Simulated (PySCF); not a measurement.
Isomers of C5H9N and their computed core-level spectra.

Method: delta-SCF UKS SCAN, pcX-2 on the ionised atom, pcseg-1 elsewhere, spin-free X2C in PySCF 2.14.0. Geometries: GFN2-xTB; isolated species, one conformer each.

Line lists (1s up to Mg, 2p3/2 beyond; areas count atoms within a level, one atom standing for each set equivalent by bonding):
1. C 1s: 290.82 (area 1), 291.12 (area 1), 291.15 (area 1), 292.00 (area 1), 292.07 (area 1) eV; N 1s: 404.80 eV
2. C 1s: 289.99 (area 1), 290.29 (area 1), 290.96 (area 1), 291.34 (area 1), 291.48 (area 1) eV; N 1s: 404.30 eV
3. C 1s: 289.86 (area 1), 290.02 (area 1), 290.33 (area 1), 290.42 (area 1), 291.17 (area 1) eV; N 1s: 404.78 eV

Structures:
A. `CC[C@@H](C)C#N`
B. `C1[C@@H]([C@@H](C=1)C)N`
C. `C=CC/N=C\C`

Task: Which list belongs to which compound?

Result: 
- 1 = A: another candidate has the same counts of sites, so positions decide. C 1s: 290.82 methyl carbon, 291.12 chain CH2 carbon, 291.15 methyl carbon, 292.00 nitrile carbon, 292.07 sp3 carbon next to a nitrile; N 1s: 404.80 nitrile nitrogen.
- 2 = C: another candidate has the same counts of sites, so positions decide. C 1s: 289.99 terminal =CH2 carbon, 290.29 alkene CH carbon, 290.96 methyl carbon, 291.34 sp3 carbon bound to nitrogen, 291.48 imine carbon; N 1s: 404.30 imine nitrogen.
- 3 = B: another candidate has the same counts of sites, so positions decide. C 1s: 289.86 alkene CH carbon, 290.02 alkene CH carbon, 290.33 methyl carbon, 290.42 allylic carbon, 291.17 sp3 carbon bound to nitrogen; N 1s: 404.78 primary amine nitrogen.
